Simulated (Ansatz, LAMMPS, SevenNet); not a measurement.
How well does each level of theory give the lattice parameter a of anatase TiO2 (metastable phase)?

Reference value: 3.784 Å (measured, room temperature, no zero-point or thermal correction; as tabulated in Horn, Schwerdtfeger, Meagher, Refinement of the structure of anatase at several …).

Question: What do ionic model grimes2000, SevenNet-l3i5, LDA, PBE, rVV10, r²SCAN-D4, HSE06 give, and how far is each from the reference?

Answer: 
```tsv
level (code)	value (Å)	difference (%)
ionic model grimes2000 (shell model, LAMMPS)	3.624	-4.23
SevenNet-l3i5 (SevenNet)	3.807	+0.61
LDA (Ansatz)	3.740	-1.16
PBE (Ansatz)	3.799	+0.40
rVV10 (Ansatz)	3.814	+0.79
r²SCAN-D4 (Ansatz)	3.771	-0.34
HSE06 (Ansatz)	3.761	-0.61
```

Leaving aside ionic model grimes2000, which can be fitted to such values or carry a doubt: The reference is not for a static lattice or low temperature, so close values are not ranked against it.

The reference has no zero-point or thermal correction, while the calculations are for a static lattice, so the differences are not the levels' errors alone. A static lattice is as a rule a little smaller than the measured one.  Cutoffs and k meshes differ between the levels. Ansatz's density-functional and Hartree–Fock values are scalar-relativistic unless marked +SOC, with PAW data made under PBE.

Empirical potentials (ionic model grimes2000) are fitted to chosen data, which need not cover the solid at hand: agreement can be built in, and what lay outside the fit can be far off. Machine-learned potentials (SevenNet-l3i5) are trained on DFT data, which may include these solids.

Differences are worked out from the printed values.

Ansatz is a quantum-chemistry and plane-wave program.
